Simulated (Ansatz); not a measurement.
Geometry optimisation, Ansatz 0.2.0, UKS PBE0/def2-SVP.

The input (input.yaml):

```yaml
crystal:
  periodic: [false, false, false]
  atoms:
    - { symbol: F, position_ang: [-0.2379, -1.89997, 2.43393] }
    - { symbol: Al, position_ang: [0.184, -0.74578, 1.3076] }
    - { symbol: Al, position_ang: [-0.20509, 0.47834, -0.91319] }
    - { symbol: H, position_ang: [-0.87906, 0.90605, -2.31852] }
    - { symbol: H, position_ang: [1.38614, 0.21332, 1.38875] }
magnetization:
  spin_polarized: true
  initial_magnetization: 1
basis:
  gaussian: { orbitals: def2-SVP }
hamiltonian:
  xc: pbe0
relax:
  f_tol: 0.02
  max_steps: 50
output:
  orbitals: {}
```

Run as:

```bash
$ ansatz run input.yaml --threads 1 --pin off --max-ram 2048MiB --backend cpu --events-out ev --progress --plain --runs-dir out
```

Problem. Where does it end, and by what steps?

Solution. The run converged. After 10 steps the energy has fallen by 0.855 eV; H5 moved furthest, 0.68 Å.

| step | energy less start (eV) | largest force component (eV/Å) | accepted |
| --- | --- | --- | --- |
| 0 | 0.0000 | 0.948 | yes |
| 1 | -0.2344 | 0.521 | yes |
| 2 | -0.4484 | 0.641 | yes |
| 3 | -0.6429 | 0.671 | yes |
| 4 | -0.7992 | 0.357 | yes |
| 5 | -0.8426 | 0.143 | yes |
| 6 | -0.7406 | 0.615 | no |
| 7 | -0.8511 | 0.067 | yes |
| 8 | -0.8536 | 0.057 | yes |
| 9 | -0.8371 | 0.230 | no |
| 10 | -0.8548 | 0.018 | yes |

```xyz
5
Properties=species:S:1:pos:R:3
F -0.406 -1.720 1.920
Al 0.393 -0.443 1.187
Al -0.112 -0.047 -1.295
H -1.188 0.943 -1.956
H 1.561 0.219 2.042
```

The run took 29 s on 1 thread of Arm Neoverse V2, on a shared host, peak memory 0.14 GiB.
